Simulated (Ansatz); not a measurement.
Results of r²SCAN in Ansatz (PAW) for cubic perovskite KTaO3.

Settings: plane-wave cutoff 600 eV, 6×6×6 k mesh, finite displacements, scalar-relativistic PAW data made under PBE.

Computed at the level's own relaxed cell.

Harmonic phonon frequencies (cm⁻¹; i marks an imaginary mode; at Γ without the LO shift):

```json
[
 {"q point": "Γ", "frequencies": "38i 38i 38i 0 0 0 191 191 191 271 271 271 530 530 530"}
]
```

Imaginary modes appear, so the structure is dynamically unstable at this level.

Note: the run finds an imaginary mode (38i cm⁻¹), so the cell is a saddle point at this level.

Ansatz is a program for electronic structure.
